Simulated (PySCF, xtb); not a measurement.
Isomers of H5OSi2+ in order of energy

3 gas-phase structures of H5OSi2+, found in a search over its isomers (lower ones may exist). Each was relaxed with GFN2-xTB:

A. `O[SiH+][SiH3]`, a singlet
B. `[SiH2+]O[SiH3]`, a singlet
C. `O[SiH2][SiH2+]`, a singlet

Which do you expect lowest at r2SCAN-D4/def2-SVP, and how would the others follow?

Calculated order at r2SCAN-D4/def2-SVP: B (0.0), A (15.5), C (33.2) kcal/mol.

Energies above the lowest of each column, in kcal/mol; the last columns are at BLYP-D3(BJ)/def2-SVP geometries and were run for some of them only (a dash: not run or not comparable):

```csv
structure,GFN2-xTB,HF/STO-3G,r2SCAN-D4/def2-SVP,BLYP-D3(BJ)/def2-SVP,CCSD(T)/def2-SVP + ΔMP2/def2-TZVPP
B,0.0,0.0,0.0,0.0,0.0
A,37.4,10.6,15.5,14.2,16.9
C,42.9,31.6,33.2,–,–
```

Every level run on B puts it lowest or level with the lowest. Some further structures that were screened fall inside this span and aren't listed. Flexible structures stand in one conformer each, not always the lowest. Frequencies (GFN2-xTB) were run for A, B alone. ΔMP2 is the change of the MP2 energy from the smaller to the larger basis.

Programs: PySCF 2.14.0, xtb 6.7.1.
